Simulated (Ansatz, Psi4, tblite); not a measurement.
## C2HClF2 (SMILES FC(F)=CCl): the atomisation enthalpy at 298 K, rung by rung

C2HClF2 has 6 atoms, charge 0, and is taken as a singlet. As SMILES, `FC(F)=CCl`. The coordinates come from a PBE0-D4/def2-TZVP relaxation.

Each level gives the atomisation enthalpy at 298 K (kJ/mol). The values are calculated. The thermal term (zero-point and 298 K enthalpy, harmonic and unscaled) is that of PBE0-D4/def2-TZVP; the spin-orbit lowering of the free atoms at 298 K, 6.1 kJ/mol by their spectra, is taken off.

**The experiment to reproduce.** CRC Handbook of Chemistry and Physics; in doubt, as an older value, an estimate or one at odds with other calculations gives the atomisation enthalpy at 298 K of the gas as 2247 kJ/mol.

```tsv
level	kind	program	value (kJ/mol)	computed − measured	CPU time (all runs)
GFN2-xTB	semi-empirical	tblite	2311	+64	under 2 s
HF/6-31G* (spherical functions)	Hartree–Fock	Psi4	1501	-746	14 s
PBE/6-31G* (spherical functions)	GGA	Ansatz	2438	+191	6.7 s
TPSS/6-31G* (spherical functions)	meta-GGA	Psi4	2315	+68	87 s
M06-2X/6-31G* (spherical functions)	hybrid meta-GGA	Psi4	2304	+57	61 s
CAM-B3LYP/6-31G* (spherical functions)	range-separated hybrid	Ansatz	2301	+54	7.9 s
HSE06/6-31G* (spherical functions)	range-separated hybrid	Psi4	2312	+65	93 s
RPA@PBE0/6-31G* (spherical functions)	RPA	Ansatz	2023	-224	11 s
MP2/6-31G* (spherical functions)	perturbation theory	Ansatz	2192	-55	2.5 s
CCSD/6-31G* (spherical functions)	coupled cluster or CI	Psi4	2063	-184	45 s
```

Nearest: CAM-B3LYP/6-31G* (spherical functions) (+54 kJ/mol); farthest: HF/6-31G* (spherical functions) (-746 kJ/mol). Computed less measured by kind, in kJ/mol (of the ab initio rows, those in 6-31G*): semi-empirical +64; Hartree–Fock -746; GGA +191; meta-GGA +68; global hybrid +57; range-separated hybrid +54 to +65; RPA -224; perturbation theory -55; coupled cluster or CI -184. In a finite basis correlated wave-function methods underbind, so their errors here aren't those of the basis-set limit. CPU times are rough (shared hosts, several kinds of processor and program).
